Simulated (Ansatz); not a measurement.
# CHAlSi (SMILES [C]1#[Si][AlH]1): functionals against CCSD(T) at one geometry

Aim: energy, forces and dipole at a structure displaced at random from a GFN2-xTB minimum, from CCSD(T) and from density functionals.

Computed with Ansatz 0.2.0, Gaussian basis. Level: single points in def2-TZVPP.

Correlated methods freeze the cores.

### Step 1. Starting geometry

SMILES `[C]1#[Si][AlH]1`, 4 atoms, charge 0, spin multiplicity 1.

Atoms are counted from 1 here; the program's logs count them from 0.

Bond lengths: C1–Si2 1.963 Å, C1–Al3 1.870 Å, Si2–Al3 2.693 Å, Al3–H4 1.805 Å. Angles: Si2–C1–Al3 89.2°, C1–Si2–Al3 44.0°, C1–Al3–Si2 46.8°, C1–Al3–H4 156.7°, Si2–Al3–H4 156.3°.

Geometry (Å):

```mol
CHAlSi
  3D, bonds by distance, orders not assigned

  4  4  0  0  0  0  0  0  0  0999 V2000
    0.1427    0.8038    1.0654 C   0  0
    0.8030   -0.9499    1.6501 Si  0  0
   -0.1519    0.0961   -0.6403 Al  0  0
   -0.7175    0.0819   -2.3540 H   0  0
  1  2  8  0
  1  3  8  0
  2  3  8  0
  3  4  8  0
M  END
```

### Step 2. CCSD(T)/def2-TZVPP

The input, run/in.yaml:

```yaml
crystal:
  periodic: [false, false, false]
  atoms:
    - {symbol: C, position_ang: [0.142700, 0.803800, 1.065400]}
    - {symbol: Si, position_ang: [0.803000, -0.949900, 1.650100]}
    - {symbol: Al, position_ang: [-0.151900, 0.096100, -0.640300]}
    - {symbol: H, position_ang: [-0.717500, 0.081900, -2.354000]}
basis:
  gaussian: {orbitals: def2-TZVPP}
correlation: {method: ccsd_t}
output: {forces: true}
```

The command line of these runs was not kept.

### Step 3. PBE0-D4/def2-TZVPP

Edit run/in.yaml of step 2 so:

```diff
@@ -9,3 +9,3 @@
   gaussian: {orbitals: def2-TZVPP}
-correlation: {method: ccsd_t}
-output: {forces: true}
+hamiltonian: {xc: pbe0, dispersion: d4}
+output: {forces: true, orbitals: {seedname: orbitals}}
```

### Step 4. wB97M-V/def2-TZVPP

Edit run/in.yaml of step 3 so:

```diff
@@ -9,3 +9,3 @@
   gaussian: {orbitals: def2-TZVPP}
-hamiltonian: {xc: pbe0, dispersion: d4}
-output: {forces: true, orbitals: {seedname: orbitals}}
+hamiltonian: {xc: {name: wB97M-V}}
+output: {forces: true}
```

### Step 5. r2SCAN-D4/def2-TZVPP

Edit run/in.yaml of step 4 so:

```diff
@@ -9,3 +9,3 @@
   gaussian: {orbitals: def2-TZVPP}
-hamiltonian: {xc: {name: wB97M-V}}
+hamiltonian: {xc: r2scan, dispersion: d4}
 output: {forces: true}
```

### Step 6. PBE-D4/def2-TZVPP

Edit run/in.yaml of step 5 so:

```diff
@@ -9,3 +9,3 @@
   gaussian: {orbitals: def2-TZVPP}
-hamiltonian: {xc: r2scan, dispersion: d4}
+hamiltonian: {xc: pbe, dispersion: d4}
 output: {forces: true}
```

### Step 7. BLYP-D4/def2-TZVPP

Edit run/in.yaml of step 6 so:

```diff
@@ -9,3 +9,3 @@
   gaussian: {orbitals: def2-TZVPP}
-hamiltonian: {xc: pbe, dispersion: d4}
+hamiltonian: {xc: {name: BLYP}, dispersion: d4}
 output: {forces: true}
```

### Step 8. revPBE-D4/def2-TZVPP

Edit run/in.yaml of step 7 so:

```diff
@@ -9,3 +9,3 @@
   gaussian: {orbitals: def2-TZVPP}
-hamiltonian: {xc: {name: BLYP}, dispersion: d4}
+hamiltonian: {xc: {name: revPBE}, dispersion: d4}
 output: {forces: true}
```

(Steps that only read results are left out.)

What does the calculation give? Wanted: energy less free atoms, CCSD(T)/def2-TZVPP; RMS force component; RMS force error; HOMO and LUMO, PBE0-D4; T1 diagnostic.

**Answer**, as computed:

| quantity | value |
| --- | --- |
| energy less free atoms, CCSD(T)/def2-TZVPP | -10.895 eV |
| RMS force component | 1.686 to 2.176 eV/Å over the methods |
| RMS force error | PBE0-D4 0.243, wB97M-V 0.386, r2SCAN-D4 0.171, PBE-D4 0.115, BLYP-D4 0.174, revPBE-D4 0.167 eV/Å |
| HOMO and LUMO, PBE0-D4 | -6.61 and -2.76 eV |
| T1 diagnostic | 0.026 |

**Reading.** Against CCSD(T) the functionals' energies less atoms differ by -0.817 to -0.137 eV, PBE-D4 by -0.817 eV. CCSD(T) in triple zeta still lacks some correlation energy of the bonds, so part of these gaps is its own basis error and they don't rank the functionals. On forces the order runs from PBE-D4 to wB97M-V. Frozen-core CCSD(T) forces in triple zeta carry basis errors of their own, and this is one geometry, so small gaps rank nothing. The T1 diagnostic is large here, over the usual mark for main-group molecules (transition-metal compounds often pass it harmlessly), so CCSD(T) itself may be off. The restricted Hartree–Fock reference is unstable towards an unrestricted one at one or more of these structures.
